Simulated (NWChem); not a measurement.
## Basis-set dependence for O (+1)

SMILES: [O+]
```xyz
1

O      0.0000     0.0000     0.0000
```
Charge +1, spin multiplicity 4.

The numbers come from NWChem runs, not from measurements.

Hartree-Fock energies in Ha, correlation energies in mHa.

The correlated methods keep 1 core orbital frozen. The Pople sets run with spherical d functions. No SCF solution was tested for a lower state. Open-shell Hartree-Fock references start from PBE0 orbitals. Coupled-cluster values serve here as a point of comparison, not as the truth.

```json
[
 {"basis": "6-31G*", "functions": "14", "UHF": "-74.34108", "UMP2": "-60.6", "SCS-UMP2": "-58.4", "CCSD on ROHF": "-80.5", "CCSD[T] on ROHF": "-81.1", "CCSD(T) on ROHF": "-81.1", "CCSD on UHF": "-76.1", "CCSD[T] on UHF": "-76.7", "CCSD(T) on UHF": "-76.6", "CCSDT on ROHF": "-81.1"},
 {"basis": "def2-SVP", "functions": "14", "UHF": "-74.27607", "UMP2": "-68.9", "SCS-UMP2": "-66.0", "CCSD on ROHF": "-88.4", "CCSD[T] on ROHF": "-89.0", "CCSD(T) on ROHF": "-89.0", "CCSD on UHF": "-83.9", "CCSD[T] on UHF": "-84.5", "CCSD(T) on UHF": "-84.4", "CCSDT on ROHF": "-89.1"},
 {"basis": "def2-TZVP", "functions": "31", "UHF": "-74.37400", "UMP2": "-96.1", "SCS-UMP2": "-90.7", "CCSD on ROHF": "-115.5", "CCSD[T] on ROHF": "-117.2", "CCSD(T) on ROHF": "-117.2", "CCSD on UHF": "-111.3", "CCSD[T] on UHF": "-112.9", "CCSD(T) on UHF": "-112.9", "CCSDT on ROHF": "-117.3"},
 {"basis": "def2-QZVP", "functions": "57", "UHF": "-74.37683", "UMP2": "-105.9", "SCS-UMP2": "-100.2", "CCSD on ROHF": "-124.0", "CCSD[T] on ROHF": "-126.1", "CCSD(T) on ROHF": "-126.1", "CCSD on UHF": "-119.8", "CCSD[T] on UHF": "-121.8", "CCSD(T) on UHF": "-121.8", "CCSDT on ROHF": "not run"}
]
```

From def2-TZVP to def2-QZVP the Hartree-Fock energy moves by -2.8 mHa and the UMP2 correlation energy by -9.9 mHa, which is 9 % of its value in the larger set.
